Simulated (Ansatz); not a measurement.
The input, for Ansatz 0.2.0:

```yaml
crystal:
  periodic: [false, false, false]
  atoms:
    - {symbol: B, position_ang: [0.000000, 0.000000, 1.366185]}
    - {symbol: B, position_ang: [0.000000, 0.000000, -3.909815]}
    - {symbol: H, position_ang: [0.000000, 0.000000, 2.543629]}
basis:
  gaussian: {orbitals: 6-31G}
magnetization: {spin_polarized: false, initial_magnetization: 1}
correlation: {method: ccsdtq, electrons: outside_noble_gas}
```

```sh
$ ansatz run in.yaml --threads 1 --pin off --events-out ev --progress --plain --max-ram 2393MiB
```

(1) Roughly how long does this take on 1 thread of Arm Neoverse V1, shared host, and how much host memory?

```
430 factors; integrals over basis functions are off by at most 1.0e-7 eV
mean field evaluation 1: about -1343.1280 eV, gradient 1.3e1 eV
mean field evaluation 2: about -1343.1269 eV, gradient 1.3e1 eV
mean field evaluation 4: about -1350.1358 eV, gradient 6.9e0 eV
mean field evaluation 8: about -1350.4362 eV, gradient 1.7e-1 eV
mean field evaluation 16: about -1343.6297 eV, gradient 8.4e0 eV
mean field evaluation 32: about -1350.4357 eV, gradient 2.4e-6 eV
mean field evaluation 64: about -1350.4212 eV, gradient 7.3e-2 eV
mean field evaluation 96: about -1350.4391 eV, gradient 1.2e-1 eV
mean field evaluation 128: about -1350.4357 eV, gradient 2.8e-2 eV
mean field evaluation 160: about -1350.4061 eV, gradient 2.3e-2 eV
...
cycle   7  -2.82539528 eV  change    1.2e-9 eV  update   3.1e-6
cycle   8  -2.82539528 eV  change   6.6e-10 eV  update   2.0e-6
cycle   9  -2.82539528 eV  change   -1.5e-9 eV  update   1.0e-6
cycle  10  -2.82539528 eV  change   -2.3e-9 eV  update   4.2e-6
cycle  11  -2.82539528 eV  change  -7.8e-10 eV  update   6.8e-6
cycle  12  -2.82539528 eV  change   3.1e-10 eV  update   4.5e-6
cycle  13  -2.82539528 eV  change   9.4e-10 eV  update   8.0e-6
cycle  14  -2.82539528 eV  change   9.4e-10 eV  update   1.1e-5
cycle  15  -2.82539528 eV  change   6.5e-10 eV  update   2.3e-6
cycle  16  -2.82539528 eV  change   2.6e-10 eV  update   3.0e-7
Total energy: -1353.26106957 eV, -49.7314270333 hartree
```

For the same geometry and basis full CI lies 0.0 meV higher.

Results:

(1) 32 s wall and 0.17 GiB.
